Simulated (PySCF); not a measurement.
Al(Cl)3 anion (AlCl3), SMILES [Cl][Al]([Cl])[Cl] (connectivity only; charge and spin as stated), charge -1, multiplicity 2. The structure is a stationary point at PBE0-D3(BJ)/def2-SVPD. The multiplicity is an assumed one; other spin states were not compared. The isomer is the one that the SMILES or the coordinates give; other isomers of the formula were not compared.

Computed with PBE0-D3(BJ)/def2-SVPD in PySCF.

Harmonic wavenumbers (cm⁻¹): 119, 120, 181, 373, 442, 442. Rotational constants (GHz): 2.099, 2.099, 1.114; symmetry number 3.

**Question.** Work out the zero-point energy and the ideal-gas rigid-rotor harmonic-oscillator thermochemistry at 298.15 K and 1 atm.

**Answer.** ZPE = ½ Σ hcν = ½ × 1677 cm⁻¹ = 10.03 kJ/mol. H − E(el) = 27.47 kJ/mol. Entropy in J/(mol K): translation 169.77, rotation 110.41, vibration 47.05, spin 5.76, total 332.99. G − E(el) = -71.81 kJ/mol. Cp = 75.17 J/(mol K). Modes under 150 cm⁻¹ make the vibrational entropy uncertain.
